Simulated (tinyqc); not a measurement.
CIS and TDHF on RHF in the sto-6g basis, for H2O, spin multiplicity 1, step by step. One step of it, computed by the program tinyqc.

Question. CIS singlet states. Diagonalise A (1 hartree = 27.211386 eV); each vector has its largest component positive (the first on a tie). The transition dipole is mu = sqrt2 sum c_ia <i|r|a>.

CIS matrix A, singlet (hartree):
```
           1>6        1>7       2>6        2>7        3>6        3>7        4>6        4>7
1>6  20.370145   0.000000  0.014843   0.000000   0.000000  -0.023829  -0.017557   0.000000
1>7   0.000000  20.443733  0.000000   0.047935  -0.002386   0.000000   0.000000  -0.030031
2>6   0.014843   0.000000  1.487959   0.000000   0.000000   0.055629   0.062011   0.000000
2>7   0.000000   0.047935  0.000000   1.573820  -0.033969   0.000000   0.000000  -0.019140
3>6   0.000000  -0.002386  0.000000  -0.033969   0.844321   0.000000   0.000000   0.042035
3>7  -0.023829   0.000000  0.055629   0.000000   0.000000   1.133892   0.090859   0.000000
4>6  -0.017557   0.000000  0.062011   0.000000   0.000000   0.090859   0.619534   0.000000
4>7   0.000000  -0.030031  0.000000  -0.019140   0.042035   0.000000   0.000000   0.748864
5>6   0.000000   0.000000  0.000000   0.000000   0.000000   0.000000   0.000000   0.000000
5>7   0.000000   0.000000  0.000000   0.000000   0.000000   0.000000   0.000000   0.000000

          5>6       5>7
1>6  0.000000  0.000000
1>7  0.000000  0.000000
2>6  0.000000  0.000000
2>7  0.000000  0.000000
3>6  0.000000  0.000000
3>7  0.000000  0.000000
4>6  0.000000  0.000000
4>7  0.000000  0.000000
5>6  0.498810  0.000000
5>7  0.000000  0.609498
```

dipole integrals <i|r|a> (bohr):
```
            x          y          z
1>6  0.000000   0.000000   0.037837
1>7  0.000000   0.055403   0.000000
2>6  0.000000   0.000000  -0.095153
2>7  0.000000  -0.174391   0.000000
3>6  0.000000  -0.879347   0.000000
3>7  0.000000   0.000000  -0.564826
4>6  0.000000   0.000000  -0.359135
4>7  0.000000  -0.615852   0.000000
5>6  0.081110   0.000000   0.000000
5>7  0.000000   0.000000   0.000000
```

Give: singlet excitation energies; lowest vectors; oscillator strengths 2/3 w |mu|^2.

Answer.

singlet excitation energies (eV): 13.5733  16.3514  16.5853  19.9436  23.3504  30.9511  40.8986  42.8800  554.3014  556.3069

lowest vectors:
```
     state 1  state 2  state 3  state 4  state 5  state 6
1>6   0.0000   0.0007   0.0000   0.0000   0.0000   0.0015
1>7   0.0000   0.0000   0.0000   0.0014   0.0005   0.0000
2>6   0.0000  -0.0587   0.0000   0.0000   0.0000  -0.1807
2>7   0.0000   0.0000   0.0000   0.0071   0.0537   0.0000
3>6   0.0000   0.0000   0.0000  -0.3511   0.9351   0.0000
3>7   0.0000  -0.1618   0.0000   0.0000   0.0000   0.9722
4>6   0.0000   0.9851   0.0000   0.0000   0.0000   0.1489
4>7   0.0000   0.0000   0.0000   0.9363   0.3502   0.0000
5>6   1.0000   0.0000   0.0000   0.0000   0.0000   0.0000
5>7   0.0000   0.0000   1.0000   0.0000   0.0000   0.0000
```

oscillator strengths 2/3 w |mu|^2: 0.0044  0.0528  0.0000  0.0707  1.2550  0.5196
